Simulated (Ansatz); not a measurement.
# C₃H₄FN: small, medium and large basis sets

Aim: see how fast density functionals converge with the basis set for C₃H₄FN.

Program: Ansatz 0.2.0, Gaussian basis. Level of theory: one geometry, several basis sets. These are calculated values, not measurements.

Plan: PBE0-D4/def2-SVP; ωB97M-V/def2-SVP; PBE0-D4/def2-QZVPP; ωB97M-V/def2-QZVPP; the functionals' def2-TZVPP values are taken from earlier runs.

**1. The geometry**

An earlier PBE0-D4 in a triple-zeta def2 set relaxation fixed the geometry.

SMILES `NC1=C(F)C1`, 9 atoms, charge 0, spin multiplicity 1.

Atoms are counted from 1 here; the program's logs count them from 0.

Bond lengths: N1–C2 1.361 Å, N1–H6 1.008 Å, N1–H7 1.008 Å, C2–C3 1.285 Å, C2–C5 1.525 Å, C3–F4 1.319 Å, C3–C5 1.469 Å, C5–H8 1.097 Å, C5–H9 1.095 Å. Angles: C2–N1–H6 114.8°, C2–N1–H7 115.2°, H6–N1–H7 112.6°, N1–C2–C3 156.2°, N1–C2–C5 140.3°, C3–C2–C5 62.4°, C2–C3–F4 149.1°, C2–C3–C5 66.8°, F4–C3–C5 143.2°, C2–C5–C3 50.8°, C2–C5–H8 118.7°, C2–C5–H9 119.1°, C3–C5–H8 120.7°, C3–C5–H9 120.7°, H8–C5–H9 113.1°.

**2. PBE0-D4 in def2-SVP**

File in.yaml:

```yaml
crystal:
  periodic: [false, false, false]
  atoms:
    - {symbol: N, position_ang: [-1.073845, 1.080136, -0.501755]}
    - {symbol: C, position_ang: [-0.070811, 0.204179, -0.219824]}
    - {symbol: C, position_ang: [0.953055, -0.530715, -0.469037]}
    - {symbol: F, position_ang: [1.870287, -0.942576, -1.322406]}
    - {symbol: C, position_ang: [0.311579, -0.849381, 0.813590]}
    - {symbol: H, position_ang: [-1.437718, 1.576199, 0.296631]}
    - {symbol: H, position_ang: [-0.905272, 1.685199, -1.290418]}
    - {symbol: H, position_ang: [-0.321153, -1.739201, 0.917456]}
    - {symbol: H, position_ang: [0.762475, -0.530240, 1.758763]}
basis:
  gaussian: {orbitals: def2-SVP}
hamiltonian: {xc: pbe0, dispersion: d4}
output: {orbitals: {seedname: orbitals}}
```

The run is started by

```console
$ ansatz run in.yaml --threads 2 --pin off --events-out ev --progress --plain --max-ram 4352MiB
```

Further steps of the session: ωB97M-V in def2-SVP; PBE0-D4 in def2-QZVPP; ωB97M-V in def2-QZVPP.

Before running them: what should the planned runs give, taken together? Wanted: PBE0-D4: double and triple zeta above quadruple; ωB97M-V: double and triple zeta above quadruple.

As calculated:

```
                                       quantity          value
PBE0-D4: double and triple zeta above quadruple  8.87, 0.40 eV
ωB97M-V: double and triple zeta above quadruple  9.11, 0.38 eV
```

In words: For PBE0-D4 the step from double to triple zeta gains 8.46 eV and the next only 0.40 eV. Total energies overstate the basis error of differences, where much of it tends to cancel. The LUMO of ωB97M-V is positive and keeps falling with the basis (3.17 to 1.41 eV): an unbound level that the basis holds in place.
